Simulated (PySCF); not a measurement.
dimethyl ether (C2H6O), SMILES COC. Atoms are numbered in the order given.

```xyz
9

C      1.1601     0.0000    -0.1937
O      0.0000     0.0000     0.5882
C     -1.1601     0.0000    -0.1937
H      1.2140     0.8907    -0.8363
H      1.2140    -0.8907    -0.8363
H      2.0155     0.0000     0.4822
H     -1.2140     0.8907    -0.8363
H     -2.0155     0.0000     0.4822
H     -1.2140    -0.8907    -0.8363
```

Geometry optimised at PBE0-D3(BJ)/def2-TZVP.

All values below come from ωB97X/def2-TZVPD (PySCF).

Symmetry labels are those of the subgroup C2v that the program uses (full group C2v).

Computed valence orbital energies around the gap with their symmetry:
| orbital | symmetry | energy (eV) |
|---|---|---|
| HOMO−7 | A1 | -20.75 |
| HOMO−6 | B2 | -16.05 |
| HOMO−5 | B1 | -16.05 |
| HOMO−4 | A1 | -16.03 |
| HOMO−3 | A2 | -13.67 |
| HOMO−2 | B1 | -13.13 |
| HOMO−1 | A1 | -11.67 |
| HOMO | B2 | -9.93 |
| LUMO | A1 | 2.03 |
| LUMO+1 | B1 | 2.66 |
| LUMO+2 | A1 | 3.20 |
| LUMO+3 | B2 | 3.34 |
